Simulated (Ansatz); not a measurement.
CH$_{2}$S$_{2}$, singlet: harmonic vibrations of a pair.

Input (in.yaml):

```yaml
crystal:
  periodic: [false, false, false]
  atoms:
    - {symbol: H, position_ang: [-0.307120, -0.257858, -2.046537]}
    - {symbol: H, position_ang: [0.233564, 0.250538, -1.966419]}
    - {symbol: S, position_ang: [1.153470, 1.061028, 1.296812]}
    - {symbol: C, position_ang: [0.024537, 0.002433, 1.339739]}
    - {symbol: S, position_ang: [-1.104351, -1.056041, 1.376404]}
basis:
  gaussian: {orbitals: def2-TZVP}
hamiltonian: {xc: pbe0, dispersion: d4}
phonons: {temperatures: {t_min: 298.15, t_max: 900, t_step: 200}}
```

Launched with

```bash
ansatz run in.yaml --threads 2 --pin off --events-out ev --progress --plain --max-ram 5222MiB
```

Output of Ansatz 0.2.0:

```
Functional definition: PBE0
  name "PBE0"
  cite "Adamo & Barone, J. Chem. Phys. 110, 6158 (1999) doi:10.1063/1.478522"
  cite "Perdew, Burke & Ernzerhof, Phys. Rev. Lett. 77, 3865 (1996) doi:10.1103/PhysRevLett.77.3865"
  parent pbe
  parameter a = 0.25
  parameter kappa = 0.804
  parameter beta = 0.06672455060314922
  exchange = (1 - a)*pbe_x(kappa = kappa, mu = beta*pi^2/3) + a*exact_x
  correlation = pbe_c(beta = beta)
810 factors; their error is unknown
mean field evaluation 1: about -22729.2008 eV, gradient 3.2e1 eV
mean field evaluation 2: about -22722.6511 eV, gradient 5.8e1 eV
mean field evaluation 4: about -22731.6426 eV, gradient 1.2e0 eV
mean field evaluation 8: about -22731.6457 eV, gradient 3.8e-2 eV
mean field -22731.69656482 eV, -835.3744406598 hartree, gradient 6.9e-5 eV, S^2 0.000000; 0 other end points of the search recorded, 0 dependent functions left out
the calculation of the forces begins
reference -22731.69659041 eV, -835.3744416003 hartree; 20, 20 occupied and 97, 97 virtual orbitals, 810 factors
these checks for a lower state are left out or cut short: stability, starts, cluster_reference, orbital_swaps, neighbouring_geometries, increment
810 factors; their error is unknown
mean field evaluation 16: about -22731.6453 eV, gradient 1.7e-1 eV
WARN: phonons: 3 modes above zero are rigid motions of the cell's bodies and no vibrations: the zero-point energy, free energy, entropy and heat capacity leave them out. With what each would have added to F at 898 K, by the weight of its row in the mesh: 0.83 cm⁻¹ (-0.513 eV; rigid weight 1.000, of which rotation 1.000), 2.06 cm⁻¹ (-0.442 eV; rigid weight 1.000, of which rotation 1.000), 2.16 cm⁻¹ (-0.439 eV; rigid weight 0.999, of which rotation 0.999). A body is a set of atoms that hang together within twice the van der Waals contact; here: 5 atoms, out of reach of every periodic image. What nothing holds moves and turns at no cost, which is at zero frequency: what stands here is left by the forces on the atoms, the periodic images, the SCF threshold and the grid, and changes its size and its sign with the last two. The forces' share comes down as the geometry is relaxed further. 4 modes above zero would be rigid motions if what is in doubt were free, and are counted in the zero-point energy, free energy, entropy and heat capacity. With what each adds to F at 898 K, by the weight of its row in the mesh: 42.00 cm⁻¹ (-0.209 eV; rigid weight 1.000, of which rotation 0.493), 99.11 cm⁻¹ (-0.142 eV; rigid weight 1.000, of which rotation 0.519), 117.41 cm⁻¹ (-0.129 eV; rigid weight 0.999, of which rotation 0.117), 118.32 cm⁻¹ (-0.129 eV; rigid weight 1.000, of which rotation 0.986). The body of 5 atoms, out of reach of every periodic image, is 2 pieces, each of atoms that hang together within van der Waals contact, which lie beyond contact and within twice that of one another (atoms 1 and 2, taken in the periodic images in which they do not hang together, stand 3.49 Å apart and are out of reach from 6.32 Å). If the pieces are bound to each other, these are vibrations of the whole and the sums are right; if not, set them further apart, from one another and from their images. Atoms are counted from 0 in the run's list of atoms, and not in a supercell that the run derives from it; the header of the second-order force-constant file, where the run writes one, gives the list as its `site` lines. If the cell is meant as a crystal, declare phonons.rigid_motions: translations: the three translations of the whole cell alone are then left out, and nothing is said of the modes in doubt. The least rigid weight left out is 0.99944 and the largest kept is 0.00057.
Total energy: -22731.78012196 eV, -835.3775113282 hartree
Atom 0 at    -0.307120    -0.257858    -2.046537 Å, force     0.001493     0.001465     0.000724 eV/Å
Atom 1 at     0.233564     0.250538    -1.966419 Å, force    -0.001437    -0.001415    -0.000672 eV/Å
Atom 2 at     1.153470     1.061028     1.296812 Å, force    -0.000263    -0.000229     0.001816 eV/Å
Atom 3 at     0.024537     0.002433     1.339739 Å, force    -0.000278    -0.000262    -0.003592 eV/Å
Atom 4 at    -1.104351    -1.056041     1.376404 Å, force     0.000485     0.000440     0.001724 eV/Å
Dipole moment:    -0.001649    -0.001603     0.003389 e Å
Vibrations: 42.00 99.11 117.41 118.32 412.77 413.03 692.55 1598.23 4407.23 cm⁻¹, zero-point energy 0.489778 eV

[the SCF lines of later steps are left out]
```

The lines “mean field evaluation” count trial sets of orbitals through the whole run, from several starts and some on an approximate energy, so they need not fall steadily or lie above the final value.

Hardware: 2 CPU threads of an Arm Neoverse V1, shared host. Wall time about 33 s.
